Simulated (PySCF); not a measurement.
# Electric properties by functional and basis

C6H10.
SMILES: `C#CC(C)(C)C`

PySCF, dipoles from the SCF density, polarisabilities from static response with core orbitals frozen. Isolated species at its PBE0-D3(BJ)/def2-SVP geometry, gas phase.

Reference dipole: 0.661 D (measured, gas; NIST CCCBDB Release 22 (SRD 101), experimental dipoles). The anisotropy is √(½[(α1 − α2)² + (α2 − α3)² + (α3 − α1)²]).

```tsv
level	μ (D)	error (%)	α (Å³)	anisotropy (Å³)
LDA/def2-SVPD	0.740	+12.0	11.25	3.21
PBE/def2-SVPD	0.722	+9.2	11.09	3.21
B3LYP/def2-SVPD	0.699	+5.8	10.83	3.13
PBE0/def2-SVPD	0.713	+7.8	10.72	3.10
BHandHLYP/def2-SVPD	0.687	+3.9	10.49	3.04
CAM-B3LYP/def2-SVPD	0.686	+3.7	10.65	3.05
HF/def2-SVPD	0.685	+3.6	10.20	2.96
PBE0/6-31+G*	0.706	+6.7	10.21	3.55
```

For the dipole, the smallest error is 3.6% (HF/def2-SVPD) and the largest 12.0% (LDA/def2-SVPD). The dipole runs from 0.69 D (HF/def2-SVPD) to 0.74 D (LDA/def2-SVPD). In one basis (def2-SVPD) the functionals order the polarisability from HF (lowest) to LDA (highest), a spread of 10%. Measured values can belong to vibrating molecules and may average over conformers; the computed ones are for one fixed geometry.
